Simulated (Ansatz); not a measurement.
**CH6Si2: taking an electron away**

Aim: the vertical ionisation energy of CH6Si2, as cation minus neutral at the neutral's geometry, on several levels, and how well −ε(HOMO) stands in for it.

The runs use Ansatz 0.2.0, Gaussian basis; unrestricted cation, the program's frozen cores in correlated methods.

The runs, in order: UKS PBE-D4/def2-TZVPP; UKS r2SCAN-D4/def2-TZVPP; UKS PBE0-D4/def2-TZVPP; UKS B3LYP-D4/def2-TZVPP; UKS wB97X-V/def2-TZVPP; UKS wB97M-V/def2-TZVPP; UKS B2PLYP/def2-TZVPP; UHF-CCSD(T)/def2-TZVPP; UHF-MP2/def2-QZVPP; extrapolation to the limit; then −ε(HOMO) from the neutral's earlier runs with LDA (SPW92), PBE-D4, revPBE-D4, BLYP-D4, r2SCAN-D4, B97M-V, PBE0-D4, B3LYP-D4, r2SCANh-D4, r2SCAN0-D4, HSE06-D4, BHLYP-D4, CAM-B3LYP-D4, LC-ωPBE, ωB97X-V, ωB97M-V.

### Step 1. The geometry

An earlier PBE0-D4 in a triple-zeta def2 set relaxation fixed the geometry.

SMILES `C1[SiH2][SiH2]1`, 9 atoms, charge 0, spin multiplicity 1.

Atoms are counted from 1 here; the program's logs count them from 0.

Bond lengths: C1–Si2 1.897 Å, C1–Si3 1.897 Å, C1–H4 1.088 Å, C1–H5 1.088 Å, Si2–Si3 2.247 Å, Si2–H6 1.482 Å, Si2–H7 1.482 Å, Si3–H8 1.482 Å, Si3–H9 1.482 Å. Angles: Si2–C1–Si3 72.6°, Si2–C1–H4 117.1°, Si2–C1–H5 117.0°, Si3–C1–H4 117.1°, Si3–C1–H5 117.1°, H4–C1–H5 111.3°, C1–Si2–Si3 53.7°, C1–Si2–H6 116.2°, C1–Si2–H7 116.2°, Si3–Si2–H6 121.8°, Si3–Si2–H7 121.8°, H6–Si2–H7 113.1°, C1–Si3–Si2 53.7°, C1–Si3–H8 116.2°, C1–Si3–H9 116.2°, Si2–Si3–H8 121.8°, Si2–Si3–H9 121.9°, H8–Si3–H9 113.1°.

### Step 2. Cation, UKS PBE-D4/def2-TZVPP

File in.yaml:

```yaml
crystal:
  periodic: [false, false, false]
  atoms:
    - {symbol: C, position_ang: [-0.725484, 0.023837, -0.661840]}
    - {symbol: Si, position_ang: [0.891555, 0.865977, -0.136778]}
    - {symbol: Si, position_ang: [-0.068105, -0.907944, 0.854521]}
    - {symbol: H, position_ang: [-1.644068, 0.592461, -0.533364]}
    - {symbol: H, position_ang: [-0.720488, -0.508852, -1.610437]}
    - {symbol: H, position_ang: [0.767024, 2.234031, 0.418590]}
    - {symbol: H, position_ang: [2.037730, 0.718162, -1.064124]}
    - {symbol: H, position_ang: [0.410767, -2.289862, 0.616829]}
    - {symbol: H, position_ang: [-0.860531, -0.774310, 2.099404]}
basis:
  gaussian: {orbitals: def2-TZVPP}
total_charge: 1
magnetization: {spin_polarized: true, initial_magnetization: 1}
hamiltonian: {xc: pbe, dispersion: d4}
```

On the command line:

```console
> ansatz run in.yaml --threads 2 --pin off --events-out ev --progress --plain --max-ram 4352MiB
```

What it wrote:

```text
Functional definition: PBE
  name "PBE"
  cite "Perdew, Burke & Ernzerhof, Phys. Rev. Lett. 77, 3865 (1996) doi:10.1103/PhysRevLett.77.3865"
  parent pbe
  parameter kappa = 0.804
  parameter beta = 0.06672455060314922
  exchange = pbe_x(kappa = kappa, mu = beta*pi^2/3)
  correlation = pbe_c(beta = beta)
1110 factors; their error is unknown
mean field evaluation 1: about -16854.1550 eV, gradient 6.0e1 eV
mean field evaluation 2: about -16802.1818 eV, gradient 9.1e1 eV
mean field evaluation 4: about -16870.9689 eV, gradient 7.2e0 eV
mean field evaluation 8: about -16871.2520 eV, gradient 1.1e-1 eV
mean field evaluation 16: about -16871.2141 eV, gradient 2.3e-4 eV
mean field -16871.21406665 eV, -620.0056812297 hartree, gradient 5.5e-5 eV, S^2 0.752680; 1 other end points of the search recorded, 0 dependent functions left out
reference -16871.21411350 eV, -620.0056829514 hartree; 20, 19 occupied and 179, 180 virtual orbitals, 1110 factors
Total energy: -16871.36172020 eV, -620.0111073975 hartree
```

Wall time 4.3 s (2 threads of AMD EPYC 7B13, shared host).

Less the neutral's -16880.0740 eV (earlier run), this gives 8.712 eV. ⟨S²⟩ = 0.753.

### Step 3. Cation, UKS r2SCAN-D4/def2-TZVPP

Edit in.yaml of step 2 so:

```diff
@@ -16,2 +16,2 @@
 magnetization: {spin_polarized: true, initial_magnetization: 1}
-hamiltonian: {xc: pbe, dispersion: d4}
+hamiltonian: {xc: r2scan, dispersion: d4}
```

The command is unchanged.

What it wrote:

```text
Functional definition: r2SCAN
  name "r2SCAN"
  cite "Furness, Kaplan, Ning, Perdew & Sun, J. Phys. Chem. Lett. 11, 8208 (2020) doi:10.1021/acs.jpclett.0c02405"
  cite "Furness, Kaplan, Ning, Perdew & Sun, J. Phys. Chem. Lett. 11, 9248 (2020) doi:10.1021/acs.jpclett.0c03077"
  parent r2scan
  parameter k0 = 0.174
  parameter k1 = 0.065
  parameter a1 = 4.9479
  exchange = r2scan_x(k0 = k0, k1 = k1, a1 = a1)
  correlation = r2scan_c
1110 factors; their error is unknown
mean field evaluation 1: about -16864.9458 eV, gradient 5.4e1 eV
mean field evaluation 2: about -16829.4984 eV, gradient 8.0e1 eV
mean field evaluation 4: about -16878.8046 eV, gradient 5.3e0 eV
mean field evaluation 8: about -16878.9593 eV, gradient 1.3e-1 eV
mean field evaluation 16: about -16878.9205 eV, gradient 1.2e-4 eV
mean field -16878.92054180 eV, -620.2888889678 hartree, gradient 6.1e-5 eV, S^2 0.755238; 1 other end points of the search recorded, 0 dependent functions left out
reference -16878.92055820 eV, -620.2888895707 hartree; 20, 19 occupied and 179, 180 virtual orbitals, 1110 factors
Total energy: -16878.95336664 eV, -620.2900952586 hartree
```

It took 8.5 s on 2 threads of AMD EPYC 7B13, shared host.

The neutral molecule at this level: -16887.6433 eV. Difference: 8.690 eV. ⟨S²⟩ = 0.755.

### Step 4. Cation, UKS PBE0-D4/def2-TZVPP

Edit in.yaml of step 3 so:

```diff
@@ -16,2 +16,2 @@
 magnetization: {spin_polarized: true, initial_magnetization: 1}
-hamiltonian: {xc: r2scan, dispersion: d4}
+hamiltonian: {xc: pbe0, dispersion: d4}
```

The command is unchanged.

What it wrote:

```text
Functional definition: PBE0
  name "PBE0"
  cite "Adamo & Barone, J. Chem. Phys. 110, 6158 (1999) doi:10.1063/1.478522"
  cite "Perdew, Burke & Ernzerhof, Phys. Rev. Lett. 77, 3865 (1996) doi:10.1103/PhysRevLett.77.3865"
  parent pbe
  parameter a = 0.25
  parameter kappa = 0.804
  parameter beta = 0.06672455060314922
  exchange = (1 - a)*pbe_x(kappa = kappa, mu = beta*pi^2/3) + a*exact_x
  correlation = pbe_c(beta = beta)
1116 factors; their error is unknown
mean field evaluation 1: about -16861.3600 eV, gradient 5.0e1 eV
mean field evaluation 2: about -16841.3184 eV, gradient 6.7e1 eV
mean field evaluation 4: about -16872.8852 eV, gradient 3.8e0 eV
mean field evaluation 8: about -16872.9634 eV, gradient 7.8e-2 eV
mean field evaluation 16: about -16872.9922 eV, gradient 4.6e-5 eV
mean field -16872.99224282 eV, -620.0710279987 hartree, gradient 4.6e-5 eV, S^2 0.753319; 2 other end points of the search recorded, 0 dependent functions left out
reference -16872.99227805 eV, -620.0710292933 hartree; 20, 19 occupied and 179, 180 virtual orbitals, 1116 factors
Total energy: -16873.11599391 eV, -620.0755757675 hartree
```

Wall time 6.5 s (2 threads of AMD EPYC 7B13, shared host); peak memory 0.53 GiB.

Less the neutral's -16881.8649 eV (earlier run), this gives 8.749 eV. ⟨S²⟩ = 0.753.

### Step 5. Cation, UKS B3LYP-D4/def2-TZVPP

Edit in.yaml of step 4 so:

```diff
@@ -16,2 +16,2 @@
 magnetization: {spin_polarized: true, initial_magnetization: 1}
-hamiltonian: {xc: pbe0, dispersion: d4}
+hamiltonian: {xc: {name: B3LYP}, dispersion: d4}
```

The command is unchanged.

What it wrote, shortened:

```text
Functional definition: B3LYP
  name "B3LYP"
  cite "Stephens, Devlin, Chabalowski & Frisch, J. Phys. Chem. 98, 11623 (1994) doi:10.1021/j100096a001"
  cite "Becke, Phys. Rev. A 38, 3098 (1988) doi:10.1103/PhysRevA.38.3098"
  cite "Lee, Yang & Parr, Phys. Rev. B 37, 785 (1988) doi:10.1103/PhysRevB.37.785"
  cite "Vosko, Wilk & Nusair, Can. J. Phys. 58, 1200 (1980) doi:10.1139/p80-159"
[...]
1116 factors; their error is unknown
[...]
mean field -16882.26249341 eV, -620.4117034242 hartree, gradient 3.3e-5 eV, S^2 0.752260; 2 other end points of the search recorded, 0 dependent functions left out
reference -16882.26277293 eV, -620.4117136964 hartree; 20, 19 occupied and 179, 180 virtual orbitals, 1116 factors
Total energy: -16882.50457419 eV, -620.4205997288 hartree
```

Wall time 7 s (2 threads of AMD EPYC 7B13, shared host); peak memory 0.54 GiB.

The neutral molecule at this level: -16891.3256 eV. Difference: 8.821 eV. ⟨S²⟩ = 0.752.

### Step 6. Cation, UKS wB97X-V/def2-TZVPP

Edit in.yaml of step 5 so:

```diff
@@ -16,2 +16,2 @@
 magnetization: {spin_polarized: true, initial_magnetization: 1}
-hamiltonian: {xc: {name: B3LYP}, dispersion: d4}
+hamiltonian: {xc: {name: wB97X-V}}
```

The command is unchanged.

What it wrote, shortened:

```text
Functional definition: wB97X-V
  name "wB97X-V"
  cite "Mardirossian & Head-Gordon, Phys. Chem. Chem. Phys. 16, 9904 (2014) doi:10.1039/C3CP54374A"
  cite "Becke, J. Chem. Phys. 107, 8554 (1997) doi:10.1063/1.475007"
  cite "Vydrov & Van Voorhis, J. Chem. Phys. 133, 244103 (2010) doi:10.1063/1.3521275"
[...]
      + integral(e_c_pw_opposite_spin*poly(b97_u_opposite, cos0, cos1)) + vv10(b, c)
1116 factors; their error is unknown
269 factors; integrals over basis functions are off by at most 9.0e-6 eV
[...]
mean field -16878.14296564 eV, -620.2603135710 hartree, gradient 1.5e-5 eV, S^2 0.752401; 2 other end points of the search recorded, 0 dependent functions left out
reference -16878.14296369 eV, -620.2603134996 hartree; 20, 19 occupied and 179, 180 virtual orbitals, 1116 factors
Total energy: -16878.14296369 eV, -620.2603134996 hartree
```

It took 13 s on 2 threads of AMD EPYC 7B13, shared host; peak memory 0.71 GiB.

Less the neutral's -16886.9423 eV (earlier run), this gives 8.799 eV. ⟨S²⟩ = 0.752.

### Step 7. Cation, UKS wB97M-V/def2-TZVPP

Edit in.yaml of step 6 so:

```diff
@@ -16,2 +16,2 @@
 magnetization: {spin_polarized: true, initial_magnetization: 1}
-hamiltonian: {xc: {name: wB97X-V}}
+hamiltonian: {xc: {name: wB97M-V}}
```

Launched as before.

What it wrote, shortened:

```text
Functional definition: wB97M-V
  name "wB97M-V"
  cite "Mardirossian & Head-Gordon, J. Chem. Phys. 144, 214110 (2016) doi:10.1063/1.4952647"
  cite "Becke, J. Chem. Phys. 107, 8554 (1997) doi:10.1063/1.475007"
  cite "Vydrov & Van Voorhis, J. Chem. Phys. 133, 244103 (2010) doi:10.1063/1.3521275"
  # Of w^i u^j: cxij and so on, Table III.
[...]
  gx(w, u) = 1 - cx + cx01*u + cx10*w
  gss(w, u) = css00 + css04*u^4 + css10*w + css20*w^2 + css43*w^4*u^3
  gos(w, u) = cos00 + cos10*w + (cos20 + cos21*u)*w^2 + (cos60 + cos61*u)*w^6
[...]
      + integral(e_c_pw_mod_opposite_spin*gos(b97_w_opposite, b97_u_opposite)) + vv10(b, c)
1116 factors; their error is unknown
269 factors; integrals over basis functions are off by at most 9.0e-6 eV
[...]
mean field -16878.78551019 eV, -620.2839266476 hartree, gradient 5.4e-5 eV, S^2 0.751539; 2 other end points of the search recorded, 0 dependent functions left out
reference -16878.78556337 eV, -620.2839286021 hartree; 20, 19 occupied and 179, 180 virtual orbitals, 1116 factors
Total energy: -16878.78556337 eV, -620.2839286021 hartree
```

Wall time 15 s (2 threads of AMD EPYC 7B13, shared host); peak memory 0.75 GiB.

Less the neutral's -16887.6174 eV (earlier run), this gives 8.832 eV. ⟨S²⟩ = 0.752.

### Step 8. Cation, UKS B2PLYP (frozen core)/def2-TZVPP

Edit in.yaml of step 7 so:

```diff
@@ -16,2 +16,2 @@
 magnetization: {spin_polarized: true, initial_magnetization: 1}
-hamiltonian: {xc: {name: wB97M-V}}
+hamiltonian: {xc: {name: B2PLYP}}
```

The command is unchanged.

What it wrote, shortened:

```text
Functional definition: B2PLYP
  name "B2PLYP"
  cite "Grimme, J. Chem. Phys. 124, 034108 (2006) doi:10.1063/1.2148954"
  cite "Becke, Phys. Rev. A 38, 3098 (1988) doi:10.1103/PhysRevA.38.3098"
  cite "Lee, Yang & Parr, Phys. Rev. B 37, 785 (1988) doi:10.1103/PhysRevB.37.785"
[...]
1124 factors; integrals over basis functions are off by at most 7.1e-4 eV
[...]
mean field -16869.69824309 eV, -619.9499757415 hartree, gradient 5.2e-6 eV, S^2 0.754023; 3 other end points of the search recorded, 0 dependent functions left out
11 core orbitals not correlated: weight in the atoms' cores, before any rotation towards them, 1.000 or more for the frozen orbitals, at most 0.000 for the correlated occupied ones
reference -16869.69841999 eV, -619.9499822422 hartree; 9, 8 occupied and 179, 180 virtual orbitals, 1124 factors
second order -12.99509887 eV of doubles, -0.00000000 eV of singles
Total energy: -16873.20709668 eV, -620.0789237324 hartree
```

It took 12 s on 2 threads of AMD EPYC 7B13, shared host.

The neutral molecule at this level: -16881.9333 eV. Difference: 8.726 eV. ⟨S²⟩ = 0.754.

### Step 9. Cation, UHF-CCSD(T)/def2-TZVPP

Edit in.yaml of step 8 so:

```diff
@@ -16,2 +16,3 @@
 magnetization: {spin_polarized: true, initial_magnetization: 1}
-hamiltonian: {xc: {name: B2PLYP}}
+correlation: {method: ccsd_t}
+scf: {omitted_lower_state_checks: [cluster_reference]}
```

Launched as before.

What it wrote, shortened:

```text
Functional definition: HF
  name "HF"
  cite "Fock, Z. Phys. 61, 126 (1930) doi:10.1007/BF01340294"
  parent pbe
[...]
1124 factors; integrals over basis functions are off by at most 7.1e-4 eV
[...]
mean field -16841.77031297 eV, -618.9236432396 hartree, gradient 5.8e-6 eV, S^2 0.757199; 3 other end points of the search recorded, 0 dependent functions left out
11 core orbitals not correlated: weight in the atoms' cores, before any rotation towards them, 1.000 or more for the frozen orbitals, at most 0.000 for the correlated occupied ones
reference -16841.77031297 eV, -618.9236432396 hartree; 9, 8 occupied and 179, 180 virtual orbitals, 1124 factors
second order -10.49868076 eV of doubles, -0.00000000 eV of singles
cycle   1  -11.35591541 eV  change   -8.6e-1 eV  update   8.3e-2
[...]
cycle   9  -11.80295857 eV  change   -5.3e-7 eV  update   1.4e-5
perturbative correction -0.46805043 eV, -0.0172005362 hartree
Total energy: -16854.04132198 eV, -619.3745945031 hartree
Checks for a lower state left out: cluster_reference
```

It took 6.3 min on 2 threads of AMD EPYC 7B13, shared host; peak memory 2.1 GiB.

The neutral molecule at this level: -16862.8497 eV. Difference: 8.808 eV. ⟨S²⟩ = 0.757. T1 = 0.015 (report).

### Step 10. Cation, UHF-MP2/def2-QZVPP

Edit in.yaml of step 9 so:

```diff
@@ -13,6 +13,6 @@
 basis:
-  gaussian: {orbitals: def2-TZVPP}
+  gaussian: {orbitals: "def2-QZVPP.json"}
 total_charge: 1
 magnetization: {spin_polarized: true, initial_magnetization: 1}
-correlation: {method: ccsd_t}
+correlation: {method: mp2}
 scf: {omitted_lower_state_checks: [cluster_reference]}
```

The command is unchanged.

What it wrote, shortened:

```text
Functional definition: HF
  name "HF"
  cite "Fock, Z. Phys. 61, 126 (1930) doi:10.1007/BF01340294"
  parent pbe
[...]
2190 factors; integrals over basis functions are off by at most 9.4e-4 eV
[...]
mean field -16842.31567226 eV, -618.9436848238 hartree, gradient 5.9e-6 eV, S^2 0.757392; 3 other end points of the search recorded, 0 dependent functions left out
11 core orbitals not correlated: weight in the atoms' cores, before any rotation towards them, 1.000 or more for the frozen orbitals, at most 0.000 for the correlated occupied ones
reference -16842.31567226 eV, -618.9436848238 hartree; 9, 8 occupied and 357, 358 virtual orbitals, 2190 factors
second order -11.20719861 eV of doubles, -0.00000000 eV of singles
Total energy: -16853.52287087 eV, -619.3555417764 hartree
Checks for a lower state left out: cluster_reference
```

It took 41 s on 2 threads of AMD EPYC 7B13, shared host; peak memory 1.8 GiB.

The neutral molecule at this level: -16862.3517 eV. Difference: 8.829 eV. ⟨S²⟩ = 0.757.

### Step 11. Extrapolating to the complete basis

This step is arithmetic on the last runs, with X = 3 and 4: exp(−7.88√X) for Hartree-Fock, X^−2.97 for correlation; only MP2 was run in the larger set, so CCSD(T) minus MP2 is added from the smaller one.

```
  level  energy at the limit (eV)
     HF               -16842.3908
    MP2               -16854.1228
   CCSD               -16855.4271
CCSD(T)               -16855.8951
```

The neutral's limit, from its own earlier runs, is -16864.8187 eV in the additive form (MP2 limit plus CCSD(T) minus MP2 in triple zeta), in which the cation has -16855.8951 eV.

### Step 12. Ionisation energies side by side

Differences are taken before rounding.

```
            method  ionisation energy (eV)  from CCSD(T)/CBS (eV)     time
            PBE-D4                    8.71                  -0.21    6.6 s
         r2SCAN-D4                    8.69                  -0.23     12 s
           PBE0-D4                    8.75                  -0.17    9.5 s
          B3LYP-D4                    8.82                  -0.10     14 s
           ωB97X-V                    8.80                  -0.12     20 s
           ωB97M-V                    8.83                  -0.09     24 s
            B2PLYP                    8.73                  -0.20     16 s
     HF/def2-TZVPP                    7.80                  -1.12         
    MP2/def2-TZVPP                    8.77                  -0.16         
   CCSD/def2-TZVPP                    8.75                  -0.18         
CCSD(T)/def2-TZVPP                    8.81                  -0.12  6.8 min
       CCSD(T)/CBS                    8.92                      0  7.7 min
```

Among the levels timed on like hardware and quicker than the yardstick, those that no quicker one beats, quickest first: PBE-D4 (6.6 s, -0.21 eV); PBE0-D4 (9.5 s, -0.17 eV); B3LYP-D4 (14 s, -0.10 eV); ωB97M-V (24 s, -0.09 eV).

Times add the cation's run and the neutral's; HF, MP2 and CCSD come out of the CCSD(T) runs.

Orbital estimates, from the neutral's runs:

```
  functional  −ε(HOMO) (eV)  by energy difference (eV)
 LDA (SPW92)           5.83                           
      PBE-D4           5.73                       8.71
   revPBE-D4           5.69                           
     BLYP-D4           5.57                           
   r2SCAN-D4           5.92                       8.69
      B97M-V           5.98                           
     PBE0-D4           6.73                       8.75
    B3LYP-D4           6.53                       8.82
  r2SCANh-D4           6.29                           
  r2SCAN0-D4           6.85                           
    HSE06-D4           6.33                           
    BHLYP-D4           7.60                           
CAM-B3LYP-D4           7.95                           
     LC-ωPBE           9.23                           
     ωB97X-V           8.92                       8.80
     ωB97M-V           8.73                       8.83
```

### Step 13. Summary of results

| quantity | value |
| --- | --- |
| ionisation energy, CCSD(T)/CBS | 8.92 eV |
| nearest functional by difference | ωB97M-V (-0.09 eV) |
| nearest −ε(HOMO) | ωB97X-V (-0.01 eV) |
| −ε(HOMO) of PBE | 5.73 eV |
| T1 of the cation | 0.015 |

In words: Energy differences with functionals land within 0.23 eV of the reference. −ε(HOMO) of PBE misses by 3.2 eV, since self-interaction lifts the level. Among orbital estimates ωB97X-V comes nearest. Hartree-Fock falls 1.12 eV short, as the neutral has more correlation energy than the cation. The cation may have settled in a state other than its lowest; no search over hole states beyond the program's own was made.

For cost: ωB97M-V gets within 0.09 eV in 24 s, where CCSD(T)/CBS took 7.7 min; the quickest level in the cost chart, PBE-D4, takes 6.6 s and misses by 0.21 eV.
